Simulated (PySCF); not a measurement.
# CH4O: geometry, coupled-cluster ionisations and excitations

Aim: predict the coupled-cluster ionisations and excitations of CH4O (`CO`).

Programs: PySCF 2.14.0, with density-fitted response routines of our own. Each step states its level of theory. These are calculated values for one molecule in the gas phase, unless marked as measured. Atoms count from 0, in the outputs and in this text.

## Step 1: The molecule as given

6 atoms, charge 0, multiplicity 1; geometry from: GFN2-xTB.

Bonds of the start (Å): C0–O1 1.41, C0–H2 1.10, C0–H3 1.09, C0–H4 1.10, O1–H5 0.96.

## Step 2: Geometry optimisation at PBE0-D3(BJ)/def2-TZVP

What the job is given:

```
{"job": {"xc": "PBE0", "basis": "def2-TZVP", "d3": "d3bj", "grid": 2, "kind": "geom"}, "charge": 0, "multiplicity": 1}
C     -0.663220     0.207240     0.195030
O      0.607920    -0.233540    -0.214890
H     -0.799020     0.101490     1.276770
H     -1.388740    -0.423160    -0.315910
H     -0.839470     1.251740    -0.085540
H      1.280490     0.307900     0.211210
```

**Question.** This job is followed by: EOM-CCSD/aug-cc-pVDZ, vertical, frozen core, gas phase. Predict these results of the whole session: point group; rotational constants (main isotopes); correlation energy, MP2 and CCSD; T1 diagnostic; first ionisation (EOM-IP-CCSD); lowest singlet (EOM-EE-CCSD).

The runs gave:

```
                            quantity                     value
                         point group                        Cs
rotational constants (main isotopes)  128.52, 25.06, 24.19 GHz
    correlation energy, MP2 and CCSD          -9.79, -10.42 eV
                       T1 diagnostic                    0.0109
      first ionisation (EOM-IP-CCSD)                  10.78 eV
        lowest singlet (EOM-EE-CCSD)                   6.73 eV
```

What this shows: Relaxing lowered the energy by 0.003 eV in 2 steps; the close pair that moved most is O1–H5, from 0.963 to 0.959 Å. No frequency check was run at this level, so the end point may be a saddle. MP2 recovers 94 % of the CCSD correlation energy. For the hole of the first ionisation, Koopmans' theorem lies 1.45 eV above EOM-IP-CCSD.
